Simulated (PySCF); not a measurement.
## Functional dependence of a UV spectrum

Compound: C2F3N.
Geometry (PBE0-D3(BJ)/def2-SVP, Å), atoms numbered from 1 in this order:
```
atom  x, y, z in Å
N1     2.1867    0.0841   -0.0019
C2     1.0342    0.0321   -0.0077
C3    -0.4504   -0.0375   -0.0134
F4    -0.8543   -1.0215   -0.8005
F5    -0.8985   -0.2560    1.2125
F6    -0.9546    1.1028   -0.4582
```

Linear-response calculations in the def2-SVPD basis (PySCF; singlets by full response, triplets Tamm–Dancoff, core orbitals frozen in the response; HF means time-dependent Hartree–Fock). 'Strongest' is the level of largest summed f among the singlets computed (10 roots, of which the last may lack a degenerate partner); it can jump between rows when another state enters that window. S1 is the lowest singlet of each run and needn't be the same state throughout; f(S1) is that of one state. Isolated species at its PBE0-D3(BJ)/def2-SVP geometry, gas phase.

| functional | kind | S1 (eV) | f(S1) | strongest (eV) | T1 (eV) | HOMO (eV) | gap (eV) | ionisation energy, ΔSCF (eV) |
| --- | --- | --- | --- | --- | --- | --- | --- | --- |
| LDA | LDA | 7.58 | 0.000 | 8.15 | 6.40 | -9.77 | 7.40 | 13.97 |
| PBE | GGA | 7.63 | 0.000 | 9.53 | 6.19 | -9.65 | 7.60 | not settled |
| B3LYP | global hybrid, 20% exact exchange | 7.54 | 0.000 | 9.98 | 6.09 | -10.92 | 9.69 | 14.05 |
| PBE0 | global hybrid, 25% exact exchange | 7.56 | 0.000 | 10.26 | 6.01 | -11.19 | 10.26 | 14.24 |
| CAM-B3LYP | range-separated hybrid | 7.48 | 0.000 | 10.24 | 6.05 | -12.69 | 12.94 | 14.20 |
| wB97X-D | range-separated hybrid | 7.54 | 0.000 | 10.44 | 6.16 | -13.14 | 14.10 | 14.09 |
| LC-wPBE | range-separated hybrid | 7.55 | 0.000 | 10.78 | 6.00 | -14.17 | 15.75 | 14.25 |
| HF | Hartree–Fock | 6.61 | 0.000 | 12.40 | 5.08 | -14.51 | 16.89 | not settled |

Task: What does BHandHLYP (global hybrid, 50% exact exchange) give?

Result: S1 (eV) 7.28, f(S1) 0.000, strongest (eV) 11.90, T1 (eV) 5.84, HOMO (eV) -12.53, gap (eV) 12.79, ionisation energy, ΔSCF (eV) 14.00. S1 runs from 6.61 eV (HF) to 7.63 eV (PBE), a spread of 1.03 eV, while the orbital gap spreads over 9.5 eV. −ε(HOMO) comes closest to its own ΔSCF ionisation energy with LC-wPBE (-0.07 eV) and misses most with LDA (-4.20 eV). 'Not settled' means that the ion's SCF failed to converge or may have ended in another state than the lowest.
